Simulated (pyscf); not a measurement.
One four-centre exchange on the singlet surface with elements of a group swapped. ωB97M-D3(BJ)/def2-TZVP, kJ/mol, from the separated reactants. PySCF, gas phase, ωB97X-D3(BJ)/def2-SVP geometries.

```
step                                      barrier  reaction energy  imaginary mode (i cm⁻¹)
----------------------------------------  -------  ---------------  -----------------------
O=NbH(F)–F + HF → O=Nb(F)(F)–F + H₂         -10.8           -160.2                      563
O=VH(F)–F + HF -> O=V(F)(F)–F + H₂           38.6           -117.0                      966
O=VH(Cl)–Cl + HCl -> O=V(Cl)(Cl)–Cl + H₂      ___              ___                      437
```

Task: Complete the blanks.

Result: 
- O=VH(Cl)–Cl + HCl -> O=V(Cl)(Cl)–Cl + H₂, barrier: 39.1
- O=VH(Cl)–Cl + HCl -> O=V(Cl)(Cl)–Cl + H₂, reaction energy: -103.3

Row 1: On the reactant side the descent ends in an adduct with a F–Nb contact, 31.0 kJ/mol under the separated species and 13.7 kJ/mol under the saddle at ωB97X-D3(BJ)/def2-TZVP. Row 3: On the reactant side the descent ends in an adduct with a Cl–V contact, 7.8 kJ/mol under the separated species and 30.5 kJ/mol under the saddle at ωB97X-D3(BJ)/def2-TZVP. Each row is the saddle that its search found. Elements past Kr carry the def2 core potentials, without spin-orbit coupling.
